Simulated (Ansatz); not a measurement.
The same path of AlFH₄Si (7 atoms, charge 0, multiplicity 1) was run twice with different band settings. The coordinate that changes most is the dihedral F1–Al2–Si3–H7.

Method: RKS PBE0/def2-SVP in Ansatz.

Relaxed end points:

```xyz
7
Properties=species:S:1:pos:R:3
F -1.356 -2.213 0.330
Al -0.121 -1.164 0.739
Si 0.135 0.891 -0.565
H 0.778 -1.622 1.961
H -0.881 1.007 -1.657
H 0.007 2.088 0.328
H 1.500 0.944 -1.182
```

```xyz
7
Properties=species:S:1:pos:R:3
F 0.415 -2.587 0.135
Al -0.182 -1.151 0.746
Si 0.141 0.890 -0.566
H -0.914 -1.264 2.147
H -1.185 1.504 -0.900
H 0.907 1.901 0.234
H 0.880 0.640 -1.842
```

Common settings: movable images 9; climbing image yes; spring 5.0 eV/Å²; start path through a guess of the saddle point; force threshold 0.05 eV/Å; end points relaxed.

| run | optimiser | iteration limit |
| --- | --- | --- |
| 1 | quadratic models (default) | 49 |
| 2 | lbfgs | 57 |

Problem. What does each run give, and how far can it be trusted?

Solution. Run 1: converged after 5 iterations, highest image 0.000 eV above the first end. The highest image is an end point: on this band no image between the ends rises above it.
Run 2: converged after 21 iterations, highest image 0.000 eV above the first end. The highest image is an end point: on this band no image between the ends rises above it.
